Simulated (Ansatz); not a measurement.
# How far each method lies from UCCSDT(Q) for NCS⁺, triplet

Geometry: that of the NCS, doublet, kept fixed.

```yaml
atoms:
  - { symbol: N, position_ang: [0.0000, 0.0000, -1.3227] }
  - { symbol: C, position_ang: [0.0000, 0.0000, -0.1481] }
  - { symbol: S, position_ang: [0.0000, 0.0000, 1.4708] }
```

Basis cc-pVDZ; Ansatz 0.2.0. Only valence electrons are correlated (noble-gas cores frozen), which leaves 14 electrons in 39 orbitals. Prefix R: restricted or restricted open-shell reference; prefix U: unrestricted. Active spaces: valence = (12e, 11o, short of the full valence) chosen from the atoms' valence shells.

Full CI isn't at hand for all of this; UCCSDT(Q) serves as the reference, and is uncertain by about the last step of the cluster series. The frozen core follows each run's orbitals, which can shift R against U totals by a few meV.

Unrestricted rows (U) aren't spin-pure: their determinants' ⟨S²⟩ exceeds S(S+1) by up to 0.40, so they mix in states of higher spin. For open shells CISD is restricted-active-space CI with the open shells as a complete middle space.

```
UHF ⟨S²⟩                          : 2.396
T1 diagnostic (RCCSD)             : 0.0445
largest doubles amplitude (RCCSD) : 0.084
T1 diagnostic (UCCSD)             : 0.0488
```

```
   level  E − E(RHF) (eV)
     UHF          -1.0868
    RMP2         -10.5582
    UMP2          -9.7256
   RCCSD         -11.0324
   UCCSD         -11.0997
RCCSD(T)         -11.5782
UCCSD(T)         -11.5543
```

Question: Estimate how far UCCSDT(Q) in cc-pVDZ lies from RCCSD(T). The table doesn't fix it; the size of (T) and the diagnostics are the guide.

Answer: UCCSDT(Q) in cc-pVDZ lies 84 meV below RCCSD(T), which is 15 % of the (T) step (-546 meV). T1 is raised, but (T) still catches most of what CCSD lacks. The miss exceeds 1 kcal/mol.

The other levels:

```
                   level  E − E(UCCSDT(Q)) (meV)  share of correlation (%)  wall time
                    CISD                    1872                     83.95      8.5 s
                 BCCD(T)                      87                     99.26      5.5 s
                  RCCSDT                      68                     99.42          –
                  UCCSDT                      52                     99.55          –
               RCCSDT(Q)                      -1                    100.01       54 s
  CASSCF (valence space)                    6727                     42.32          –
  NEVPT2 (valence space)                    1310                     88.77       17 s
  MRCISD (valence space)                     558                     95.21          –
MRCISD+Q (valence space)                      33                     99.72       25 s
```

The correlation energy at UCCSDT(Q), counted from RHF, is -11.662 eV. That run took 45 s on 1 thread of Arm Neoverse V1, shared host.

Times hold each run's SCF and search for its determinant on a shared host, so for small cases they say little of a method's own cost; they ran on 1 thread of Arm Neoverse V1.

Natural occupations of CASSCF (valence space) about the gap: 1.970 1.920 1.920 1.010 1.010 0.075 0.075 0.035 0.016; effectively unpaired electrons, Σ n²(2−n)², 2.10.
